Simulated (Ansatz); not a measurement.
Ideal-gas functions of `C#[C][Na]` at 800 K and 1 bar, from an Ansatz frequency run at PBE0-D4/def2-TZVP.

Molar mass 48.02 g/mol, point group C∞v (symmetry number 1), electronic degeneracy 1, moments of inertia 111.885 u Å². Harmonic wavenumbers (cm⁻¹, unscaled): 129, 129, 394, 683, 683, 2028, 3437.

Use S(trans) = R[1.5 ln M + 2.5 ln T − 1.1517]; rotational temperatures θ = 24.2544 K / I; S(rot) = R[ln(T/σθ) + 1]; for each mode x = 1.438777 ν̃/T, S = R[x/(eˣ − 1) − ln(1 − e⁻ˣ)] and H = RT x/(eˣ − 1); 1 cm⁻¹ = 0.0119627 kJ/mol; R = 8.31446 J/(mol·K).

Q: By hand: the entropy, in J/(mol·K).

A: Translation 177.7. Rotation: θ = 0.2168 K, giving 76.6. Vibration, mode by mode: 20.48, 20.48, 11.35, 7.11, 7.11, 1.03, 0.12, in all 67.7. Electronic 0.0. Sum 322.0 J/(mol·K).

Q: By hand: H − E and G − E in kJ/mol, counted from the electronic energy.

A: Zero-point energy ½ × 7483 × 0.0119627 = 44.8; thermal vibration 23.9; translation, rotation and pV give 3.5 RT = 23.3. H − E = 92.0 kJ/mol, and G − E = 92.0 − 800 × 322.0/1000 = -165.6 kJ/mol.

Vibration gives 21 % of the entropy, 41.0 J/(mol·K) of it from the modes under 150 cm⁻¹: soft modes count most, and the harmonic formula is weakest for them.
